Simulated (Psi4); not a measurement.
C$_{2}$H$_{2}$O$_{2}$, quintet, geometry from GFN2-xTB of the parent state (a higher spin typed on purpose: for a closed-shell molecule this is an excited state); B3LYP/STO-3G (Psi4).

Here is a job for Psi4.
```
memory 2 GB

molecule {
0 5
  C     0.02026430    0.75833993    0.00748046
  C    -0.02026430   -0.75833993   -0.00748046
  O     1.03960208    1.38537393    0.03158832
  H    -0.97907997    1.22841153   -0.00597192
  O    -1.03960208   -1.38537393   -0.03158832
  H     0.97907997   -1.22841153    0.00597192
}

set basis sto-3g
set reference uks

energy('b3lyp')
print_variables()
```

### Question
What does Psi4 print? Leave out banner, timings and long lists.

### Answer

```
   => Loading Basis Set <=

    Name: STO-3G
    Role: ORBITAL
    Keyword: BASIS

         ---------------------------------------------------------
                                   SCF
               by Justin Turney, Rob Parrish, Andy Simmonett
                          and Daniel G. A. Smith
                              UKS Reference
         ---------------------------------------------------------

  ==> Geometry <==

    Molecular point group: ci
    Full point group: Ci

    Geometry (in Angstrom), charge = 0, multiplicity = 5:

       Center              X                  Y                   Z               Mass
    ------------   -----------------  -----------------  -----------------  -----------------
         C            0.020264300000     0.758339930000     0.007480460000    12.000000000000
         C           -0.020264300000    -0.758339930000    -0.007480460000    12.000000000000
         O            1.039602080000     1.385373930000     0.031588320000    15.994914619570
         H           -0.979079970000     1.228411530000    -0.005971920000     1.007825032230
         O           -1.039602080000    -1.385373930000    -0.031588320000    15.994914619570
         H            0.979079970000    -1.228411530000     0.005971920000     1.007825032230

  Running in ci symmetry.

  Rotational constants: A =      1.94486  B =      0.15885  C =      0.14686 [cm^-1]
  Rotational constants: A =  58305.43711  B =   4762.26017  C =   4402.66052 [MHz]
  Nuclear repulsion =  102.226835794094796

  Charge       = 0
  Multiplicity = 5
  Electrons    = 30
  Nalpha       = 17
  Nbeta        = 13

  ==> Algorithm <==

  SCF Algorithm Type is DF.
  DIIS enabled.
  MOM disabled.
  Fractional occupation disabled.
  Guess Type is SAD.
  Energy threshold   = 1.00e-06
  Density threshold  = 1.00e-06
  Integral threshold = 1.00e-12

  ==> Primary Basis <==

  Basis Set: STO-3G
    Blend: STO-3G
    Number of shells: 14
    Number of basis functions: 22
    Number of Cartesian functions: 22
    Spherical Harmonics?: true
    Max angular momentum: 1

  ==> DFT Potential <==

   => LibXC <=

    Version 7.1.2
    S. Lehtola, C. Steigemann, M. J. T. Oliveira, and M. A. L. Marques,  SoftwareX 7, 1–5 (2018) (10.1016/j.softx.2017.11.002)

   => Composite Functional: B3LYP <=

    B3LYP Hyb-GGA Exchange-Correlation Functional

    P. J. Stephens, F. J. Devlin, C. F. Chabalowski, and M. J. Frisch,  J. Phys. Chem. 98, 11623 (1994) (10.1021/j100096a001)

    Deriv               =              1
    GGA                 =           TRUE
    Meta                =          FALSE

    Exchange Hybrid     =           TRUE
    MP2 Hybrid          =          FALSE

   => Exchange Functionals <=

    0.0800   Slater exchange
    0.7200         Becke 88

   => Exact (HF) Exchange <=

    0.2000               HF

   => Correlation Functionals <=

    0.1900   Vosko, Wilk & Nusair (VWN5_RPA)
    0.8100   Lee, Yang & Parr

   => LibXC Density Thresholds  <==

    XC_HYB_GGA_XC_B3LYP:  1.00E-15

   => Molecular Quadrature <=

    Radial Scheme          =       TREUTLER
    Pruning Scheme         =           NONE
    Nuclear Scheme         =       TREUTLER

    Blocking Scheme        =         OCTREE
    BS radius alpha        =              1
    Pruning alpha          =              1
    Radial Points          =             75
    Spherical Points       =            302
    Total Points           =         127804
    Total Blocks           =           1046
    Max Points             =            256
    Max Functions          =             21
    Weights Tolerance      =       1.00E-15

   => Loading Basis Set <=

    Name: (STO-3G AUX)
    Role: JKFIT
    Keyword: DF_BASIS_SCF

  ==> Integral Setup <==

  SCF_SUBTYPE=INCORE selected. In-core MEM_DF algorithm will be used.
  Using in-core AOs.

  ==> MemDFJK: Density-Fitted J/K Matrices <==

    J tasked:                   Yes
    K tasked:                   Yes
    wK tasked:                   No
    Algorithm:                 Core
    Schwarz Cutoff:           1E-12
    Mask sparsity (%):       1.2397
    Fitting Condition:        1E-10

   => Auxiliary Basis Set <=

  Basis Set: (STO-3G AUX)
    Blend: DEF2-UNIVERSAL-JKFIT
    Number of shells: 112
    Number of basis functions: 340
    Number of Cartesian functions: 404
    Spherical Harmonics?: true
    Max angular momentum: 4

  Minimum eigenvalue in the overlap matrix is 2.0736642113E-01.
  Reciprocal condition number of the overlap matrix is 1.1257350790E-01.
    Using symmetric orthogonalization.

  ==> Pre-Iterations <==

  SCF Guess: Superposition of Atomic Densities via on-the-fly atomic UHF (no occupation information).

   -------------------------
    Irrep   Nso     Nmo
   -------------------------
     Ag        11      11
     Au        11      11
   -------------------------
    Total      22      22
   -------------------------

  ==> Iterations <==

                           Total Energy        Delta E     RMS |[F,P]|

   @DF-UKS iter SAD:  -223.39466669357461   -2.23395e+02   0.00000e+00
   @DF-UKS iter   1:  -224.43697692104814   -1.04231e+00   6.99309e-03 ADIIS/DIIS
   @DF-UKS iter   2:  -224.44546572964884   -8.48881e-03   5.94543e-03 ADIIS/DIIS
   @DF-UKS iter   3:  -224.45010080549164   -4.63508e-03   1.90578e-03 ADIIS/DIIS
   @DF-UKS iter   4:  -224.45079323404647   -6.92429e-04   1.74574e-04 ADIIS/DIIS
   @DF-UKS iter   5:  -224.45080742712148   -1.41931e-05   3.19518e-05 DIIS
   @DF-UKS iter   6:  -224.45080790580272   -4.78681e-07   6.66073e-06 DIIS
   @DF-UKS iter   7:  -224.45080792173286   -1.59301e-08   1.61864e-06 DIIS
   @DF-UKS iter   8:  -224.45080792250232   -7.69461e-10   2.18987e-07 DIIS
  Energy and wave function converged.

  ==> Post-Iterations <==

   Electrons on quadrature grid:
      Nalpha   =   17.0000059607 ; deviation = 5.961e-06
      Nbeta    =   13.0000025821 ; deviation = 2.582e-06
      Ntotal   =   30.0000085428 ; deviation = 8.543e-06

   @Spin Contamination Metric:   2.432278426E-03
   @S^2 Expected:                6.000000000E+00
   @S^2 Observed:                6.002432278E+00
   @S   Expected:                2.000000000E+00
   @S   Observed:                2.000000000E+00

    Orbital Energies [Eh]
    ---------------------

    Alpha Occupied:

       1Ag   -19.012956     1Au   -19.012946     2Au   -10.009526
       2Ag   -10.008437     3Ag    -1.090144     3Au    -1.081282
       4Ag    -0.639481     4Au    -0.548755     5Ag    -0.463031
       5Au    -0.431260     6Au    -0.407461     6Ag    -0.386419
       7Ag    -0.363117     7Au    -0.323806     8Ag    -0.232551
       8Au    -0.107703     9Ag     0.040583

    Alpha Virtual:

       9Au     0.372156    10Ag     0.443172    10Au     0.454350
      11Au     0.566274    11Ag     0.734742

    Beta Occupied:

       1Ag   -18.991883     1Au   -18.991876     2Au    -9.997660
       2Ag    -9.996693     3Ag    -1.016059     3Au    -1.005812
       4Ag    -0.576632     4Au    -0.499283     5Ag    -0.384617
       5Au    -0.379298     6Ag    -0.345462     6Au    -0.315790
       7Ag    -0.267988

    Beta Virtual:

       7Au    -0.100239     8Ag    -0.027774     8Au     0.072384
       9Ag     0.232743     9Au     0.428392    10Ag     0.492619
      10Au     0.512034    11Au     0.610977    11Ag     0.779164

    Final Occupation by Irrep:
             Ag    Au
    DOCC [     7,    6 ]
    SOCC [     2,    2 ]
    NA   [     9,    8 ]
    NB   [     7,    6 ]

  @DF-UKS Final Energy:  -224.45080792250232

   => Energetics <=

    Nuclear Repulsion Energy =            102.2268357940947965
    One-Electron Energy =                -509.7848695147051785
    Two-Electron Energy =                 206.4123354452077592
    DFT Exchange-Correlation Energy =     -23.3051096470996768
    Empirical Dispersion Energy =           0.0000000000000000
    VV10 Nonlocal Energy =                  0.0000000000000000
    Total Energy =                       -224.4508079225023209

  UHF NO Occupations:
  HONO-2 :    7 Au 1.0000000
  HONO-1 :    8 Au 1.0000000
  HONO-0 :    9 Ag 1.0000000
  LUNO+0 :    9 Au 0.0004412
  LUNO+1 :   10 Ag 0.0004289
  LUNO+2 :   11 Ag 0.0001547
  LUNO+3 :   10 Au 0.0001513

Computation Completed

Properties will be evaluated at   0.000000,   0.000000,   0.000000 [a0]

Properties computed using the SCF density matrix

 Multipole Moments:

 ------------------------------------------------------------------------------------
     Multipole            Electronic (a.u.)      Nuclear  (a.u.)        Total (a.u.)
 ------------------------------------------------------------------------------------

 L = 1.  Multiply by 2.5417464519 to convert [e a0] to [Debye]
 Dipole X            :          0.0000000            0.0000000            0.0000000
 Dipole Y            :          0.0000000            0.0000000            0.0000000
 Dipole Z            :          0.0000000            0.0000000            0.0000000
 Magnitude           :                                                    0.0000000

 ------------------------------------------------------------------------------------

  Variable Map:
  ----------------------------------------------------------------------------
  "CURRENT ENERGY"              =>    -224.450807922502
  "CURRENT REFERENCE ENERGY"    =>    -224.450807922502
  "DD SOLVATION ENERGY"         =>       0.000000000000
  "DFT FUNCTIONAL TOTAL ENERGY" =>    -224.450807922502
  "DFT TOTAL ENERGY"            =>    -224.450807922502
  "DFT VV10 ENERGY"             =>       0.000000000000
  "DFT XC ENERGY"               =>     -23.305109647100
  "GRID ELECTRONS ALPHA"        =>      17.000005960708
  "GRID ELECTRONS BETA"         =>      13.000002582083
  "GRID ELECTRONS TOTAL"        =>      30.000008542791
  "NUCLEAR REPULSION ENERGY"    =>     102.226835794095
  "ONE-ELECTRON ENERGY"         =>    -509.784869514705
  "PCM POLARIZATION ENERGY"     =>       0.000000000000
  "PE ENERGY"                   =>       0.000000000000
  "SCF ITERATION ENERGY"        =>    -224.450807922502
  "SCF ITERATIONS"              =>       8.000000000000
  "SCF TOTAL ENERGY"            =>    -224.450807922502
  "TWO-ELECTRON ENERGY"         =>     206.412335445208
  "XC GRID RADIAL POINTS"       =>      75.000000000000
  "XC GRID SPHERICAL POINTS"    =>     302.000000000000
  "XC GRID TOTAL POINTS"        =>  127804.000000000000

  Array Variable Map:
  ----------------------------------------------------------------------------
  "CURRENT DIPOLE"              =>       0.000000000000 ... 0.000000000000 1 by 3
  "SCF DIPOLE"                  =>       0.000000000000 ... 0.000000000000 1 by 3
  "SCF TOTAL ENERGIES"          =>    -223.394666693575 ... -224.450807922502 1 by 9
```
